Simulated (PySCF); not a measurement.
# S4 ([S4]2+): the cost of one run

Computed with PySCF 2.14.0 and routines of our own; the level stands in each step. Atoms count from 0.

### 1 The starting structure

4 atoms, charge 2, multiplicity 1; geometry from: GFN2-xTB.

### 2 Magnetic properties: GIAO PBE/def2-SVP

Job settings and geometry (Å):

```
{"job": {"kind": "mag", "xc": "PBE", "basis": "def2-SVP"}, "charge": 2, "multiplicity": 1}
S     -0.730680    -0.794970    -0.967900
S      1.248210    -0.367920    -0.639880
S      0.730700     0.795430     0.967650
S     -1.248240     0.367450     0.640120
```

With the program's defaults for keys left out, this is: GIAO PBE/def2-SVP magnetisability, rotational g tensor and spin-rotation constants, non-relativistic, gas phase.

On the command line:

```console
OMP_NUM_THREADS=1 python excited_run.py task.json out
```

This one command runs all jobs of the session in turn.

**Question.** How long does this first job take on 1 thread of Arm Neoverse V2, shared host, and how much memory does it need?

About 4 s, with a peak of 0.36 GiB.
